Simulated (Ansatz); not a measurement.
## Structure relaxation of CoGeF4

Theory: DFT PBE, scalar-relativistic, plane waves, PAW in Ansatz 0.2.0. Cutoff 420 eV, Γ-centred k mesh, Gaussian smearing, collinear spin, first started from parallel moments.

The start puts CoGeF4 on the sites of a reported MgInCu4 cell (F-43m, No. 216), with Co in place of Mg, Ge in place of In, F in place of Cu, at a guessed volume.

```
Co Ge F
1.0
     0.00000    3.21255    3.21255
     3.21255    0.00000    3.21255
     3.21255    3.21255    0.00000
Co Ge F
1 1 4
Cartesian
  0.0000 0.0000 0.0000
  4.8188 4.8188 4.8188
  4.0157 2.4094 4.0157
  4.0157 4.0157 2.4094
  2.4094 2.4094 2.4094
  2.4094 4.0157 4.0157
```

Cell and atoms relax at zero pressure; the relaxation can't lower the symmetry of the start.

Energies over the elements count from the elements' standard structures at the same level (F₂ as a molecule), with no empirical corrections.

Describe the relaxed structure.

It keeps F-43m (No. 216). Conventional cell: a = 6.514 Å. Around Co lie 12 F at 2.70 Å and 4 Ge at 2.82 Å; around Ge lie 12 F at 2.70 Å and 4 Co at 2.82 Å; around F lie 6 F at 2.30–2.31 Å, 3 Co at 2.70 Å and 3 Ge at 2.70 Å.

```cif
data_structure
_symmetry_space_group_name_H-M 'F-43m'
_symmetry_Int_Tables_number 216
_cell_length_a 6.5136
_cell_length_b 6.5136
_cell_length_c 6.5136
_cell_angle_alpha 90.000
_cell_angle_beta 90.000
_cell_angle_gamma 90.000
_cell_volume 276.36
loop_
_atom_site_label
_atom_site_type_symbol
_atom_site_symmetry_multiplicity
_atom_site_Wyckoff_symbol
_atom_site_fract_x
_atom_site_fract_y
_atom_site_fract_z
_atom_site_occupancy
Co1 Co 4 a 0.00000 0.00000 0.00000 1
Ge1 Ge 4 d 0.25000 0.25000 0.75000 1
F1 F 16 e 0.62538 0.12538 0.87462 1
```

What are its volume, energy, gap and moment?

The volume per atom is 11.51 Å³ and the density is 4.99 g/cm³. The energy over the elements is -0.32 eV/atom and the gap on the 10×10×10 mesh is 0 eV (a metal). The net moment per atom is 0.50 μB and the largest site moment is 2.17 μB.

The final run used a 10×10×10 mesh on its 6-atom cell and 0.10 eV smearing. For metals, differences of a few meV/atom aren't resolved. A structure relaxed within its symmetry needn't be a true minimum. The steps took roughly 3 core-minutes in all.